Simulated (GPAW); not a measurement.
**mBEEF/plane waves (scalar-relativistic datasets, plane-wave cutoff 450 eV, langevin dynamics) run of BHF2 (SMILES FBF)**

We compute a short trajectory of BHF2. Input form: an ASE script.

The results are computed with GPAW 26.7.0.

4 further runs of the same task are left out: 4 set aside as unsound or not needed. Runs told in other sessions of the task aren't counted.

## 1. The system as given

BHF2 has 4 atoms, charge 0, and is taken as a singlet. As SMILES, `FBF`. The coordinates come from a PBE0-D4/def2-TZVP relaxation. The run starts from this shape.

Bond lengths: F1–B2 1.313 Å, B2–F3 1.313 Å, B2–H4 1.191 Å. Angles: F1–B2–F3 118.1°, F1–B2–H4 121.0°, F3–B2–H4 121.0°.

## 2. Molecular dynamics at mBEEF/plane waves (scalar-relativistic datasets, plane-wave cutoff 450 eV, langevin dynamics)

BF2H.xyz

```xyz
4

F      1.154300     0.456900    -0.361900
B     -0.001900    -0.031000     0.025200
F     -1.095400     0.528700    -0.438900
H     -0.057000    -0.954600     0.775600
```

BF2H_md.py

```python
import numpy as np
from ase import units
from ase.io import read
from ase.md.langevin import Langevin
from ase.md.velocitydistribution import MaxwellBoltzmannDistribution, Stationary, ZeroRotation
from gpaw import GPAW, PW

# Geometry
system = read('BF2H.xyz')
system.set_cell([10.0, 10.0, 10.0])
system.center()
system.pbc = True

# DFT calculator
gpaw_calc = GPAW(mode=PW(450),
                 xc='mBEEF',
                 eigensolver='etdm-fdpw',
                 convergence={'eigenstates': 1e-06},
                 maxiter=100,
                 symmetry='off',
                 txt='BF2H.txt')
system.calc = gpaw_calc

rng = np.random.default_rng(414)
MaxwellBoltzmannDistribution(system, temperature_K=300, rng=rng)
Stationary(system)
ZeroRotation(system)
dyn = Langevin(system, timestep=0.25 * units.fs, temperature_K=300, friction=0.01 / units.fs, rng=rng, trajectory='md.traj', logfile='-')
dyn.run(20)
```

Run with:

```
python BF2H_md.py
```

Log:

```text
BF2H_md.py:25: DeprecationWarning: Use thermalize_momenta
  MaxwellBoltzmannDistribution(system, temperature_K=300, rng=rng)
  warnings.warn('Periodic boundary conditions are ignored '
FutureWarning: The implementation of `fixcm=True` in `Langevin` does not strictly sample the correct NVT distributions. The deviations are typically small for large systems but can be more pronounced for small systems. Use `fixcm=False` together with `ase.constraints.FixCom`. `fixcm` is deprecated since ASE 3.28.0 and will be removed in a future release.
  warnings.warn(msg, FutureWarning)
Time[ps]      Etot[eV]     Epot[eV]     Ekin[eV]    T[K]
0.0000         -47.3417     -47.5111       0.1694   327.7
0.0003         -47.3534     -47.5101       0.1567   303.1
0.0005         -47.3572     -47.5082       0.1510   292.0
0.0007         -47.3565     -47.5055       0.1490   288.2
0.0010         -47.3498     -47.5023       0.1526   295.1
0.0013         -47.3571     -47.4986       0.1415   273.7
0.0015         -47.3624     -47.4949       0.1324   256.1
0.0018         -47.3601     -47.4906       0.1305   252.5
0.0020         -47.3597     -47.4861       0.1264   244.5
0.0022         -47.3367     -47.4811       0.1445   279.4
0.0025         -47.3238     -47.4755       0.1518   293.5
0.0028         -47.3125     -47.4698       0.1573   304.2
0.0030         -47.3045     -47.4637       0.1592   308.0
0.0032         -47.3215     -47.4570       0.1356   262.2
0.0035         -47.3217     -47.4500       0.1284   248.3
0.0037         -47.3014     -47.4424       0.1410   272.7
0.0040         -47.3217     -47.4341       0.1124   217.5
0.0043         -47.3111     -47.4259       0.1149   222.2
0.0045         -47.3095     -47.4172       0.1077   208.3
0.0047         -47.3152     -47.4083       0.0931   180.1
0.0050         -47.3208     -47.4001       0.0793   153.4
```

BF2H.txt:

```text
__  _  _
 | _ |_)|_||  |
 |__||  | ||/\| - 26.7.0

units:  Angstrom and eV
cores:  1
OpenMP: False

Versions:
  Python: 3.12.14
  ASE:    3.29.0
  Numpy:  2.5.5
  Scipy:  1.18.1
  Libxc:  7.0.0

Input parameters:
  mode=PW(ecut=450.00000000000006),
  convergence={'eigenstates': 1e-06},
  eigensolver=DirectOptimization(converge_unocc=False),
  maxiter=100,
  symmetry=Symmetry(point_group=False, time_reversal=False),
  xc=XC(name='mBEEF')

[... 156 lines left out ...]
Reference energy: -6110.141300  # eV
[... 15 lines left out ...]
  Fourier metric: weight=20.0, sigma=0.015
[... 15 lines left out ...]
- Maximum [total energy] change in last 3 cyles: 0.0005 eV / valence electron
[... 25 lines left out ...]
  Free energy:     -47.511143
[... 52 lines left out ...]
convergence criteria:
[... 14 lines left out ...]
Converged in 5 steps
[... 15 lines left out ...]
dipole moment: (0.018653, -0.098735, 0.147327)  # |e|*Ang
[... 64 lines left out ...]
- Maximum [total energy] change in last 3 cyles: 0.0005 eV / valence electron
[... 25 lines left out ...]
  Free energy:     -47.400065
[... 2 lines left out ...]
dipole moment: (0.017945, -0.096932, 0.149192)  # |e|*Ang

Fermi level: -7.135
Eigenvalues  # (at kpt = [0.000, 0.000, 0.000])
| band index |      eig [eV] | occ [0-2] |
|------------|---------------|-----------|
|          0 |       -33.430 |     2.000 |
|          1 |       -32.581 |     2.000 |
|          2 |       -15.068 |     2.000 |
[... 9 lines of this table left out ...]
|         12 |        10.437 |     0.000 |

Gap: 8.938 eV
Transition (v -> c):
  (s=0, k=0, n=8, [0.00, 0.00, 0.00]) -> (s=0, k=0, n=9, [0.00, 0.00, 0.00])
No difference between direct/indirect transitions

Forces  # eV/Ang
|        x |        y |        z |
|----------|----------|----------|
|  1.03611 |  1.35163 | -0.06725 |  # F    0
| -1.01067 | -0.61005 | -1.04768 |  # B    1
|  0.47398 | -0.27480 |  0.41873 |  # F    2
| -0.45011 | -0.28303 |  0.73921 |  # H    3

Force computation time: 0.360  # s

timing:  # [seconds]
  Total:  376.485  # ━━━━━━━━━━━━━━━━━━━━━━━━━━━━━━━━━━━━━━━━━━━━━━━━━━━━━━━━
  Init:     3.029  # ╸
  SCF:    339.633  # ━━━━━━━━━━━━━━━━━━━━━━━━━━━━━━━━━━━━━━━━━━━━━━━━━━╸
  Forces:   9.304  # ━╸
  Move:    23.180  # ━━━╸
```

Run time: 6.3 min. Hardware: 1 thread of Intel Xeon at 2.70GHz, shared host; peak memory 0.42 GiB.

The path in brief:

| step | potential energy change (eV) | largest force (eV/Å) | temperature (K) |
| --- | --- | --- | --- |
| 0 | 0.0000 | 0.4885 | 328 |
| 1 | 0.0011 | 0.5537 | 303 |
| 2 | 0.0030 | 0.6258 | 292 |
| 3 | 0.0056 | 0.6976 | 288 |
| 4 | 0.0088 | 0.7838 | 295 |
| 5 | 0.0125 | 0.8633 | 274 |
| 6 | 0.0163 | 0.9472 | 256 |
| 7 | 0.0205 | 1.0238 | 252 |
| 8 | 0.0251 | 1.0944 | 244 |
| 9 | 0.0300 | 1.1686 | 279 |
| 10 | 0.0356 | 1.2367 | 294 |
| 11 | 0.0414 | 1.3034 | 304 |
| 12 | 0.0474 | 1.3624 | 308 |
| 13 | 0.0541 | 1.4173 | 262 |
| 14 | 0.0611 | 1.4699 | 248 |
| 15 | 0.0687 | 1.5188 | 273 |
| 16 | 0.0770 | 1.5677 | 217 |
| 17 | 0.0852 | 1.6034 | 222 |
| 18 | 0.0940 | 1.6447 | 208 |
| 19 | 0.1028 | 1.6806 | 180 |
| 20 | 0.1111 | 1.7044 | 153 |
